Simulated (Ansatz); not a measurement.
A made-up structure of SiH4OF (charge +1), closed shell:

O1  (-0.856, 0.076, -0.525)
Si2  (0.693, 0.023, 0.421)
F3  (0.768, -1.534, 0.533)
H4  (0.864, -2.367, 0.886)
H5  (-1.337, 0.869, -0.811)
H6  (0.353, 0.702, 1.673)
H7  (1.682, 0.605, -0.490)
(Å)

It is relaxed with PBE-D4/def2-SVP and then PBE0-D4/def2-TZVP (Ansatz 0.2.0). Atoms count as bonded within 1.22 times the sum of their covalent radii (H–H: 0.88 Å). The end point is not checked to be a true minimum.

Q: Does its bonding change? (A judgement: the text doesn't fix the answer.)

A: By the calculation: No: no bond forms or breaks.

Where it ends: The first stage lowers the energy by 2.32 eV in 14 steps. It ends as SiH₄OF ([OH][SiH2][FH]), total charge +1:
| atom | x (Å) | y (Å) | z (Å) |
| --- | --- | --- | --- |
| O1 | -0.9242 | 0.2775 | -0.1762 |
| Si2 | 0.5532 | 0.3129 | 0.3955 |
| F3 | 1.0093 | -1.5538 | 0.4107 |
| H4 | 0.4661 | -2.2269 | 0.7857 |
| H5 | -1.1904 | 0.3631 | -1.0973 |
| H6 | 0.5818 | 0.5128 | 1.8439 |
| H7 | 1.6711 | 0.6881 | -0.4754 |

Labels in which every atom is bracketed show which atoms are joined, not bond orders.

For scale, one of the runs: PBE0-D4/def2-TZVP relaxation, 123 basis functions, launched by `ansatz run in.yaml --threads 2 --pin off --events-out ev --progress --plain --max-ram 4352MiB`. Hardware: 2 CPU threads of an Arm Neoverse V1, shared host. Wall time about 19 s.
